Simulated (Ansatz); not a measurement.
## bcc Ta

Calculation: LDA (plane waves, PAW; Ansatz, a quantum-chemistry and plane-wave program).

Run with plane-wave cutoff 500 eV, 18×18×1 k mesh (along the axes of the cell as run), Fermi–Dirac smearing 0.1 eV, scalar-relativistic PAW data made under PBE.

Cell: relaxed at this level.

```
Item                                 Result
--------------------------------  ---------
surface energy of the (111) face  3.05 J/m²
work function of the (111) face     4.18 eV
```

The slab of 18 atoms is relaxed and unreconstructed.

Spin–orbit coupling is not included.

The computed numbers hold no vibrational or temperature effects.

The result took roughly 21 core-minutes.
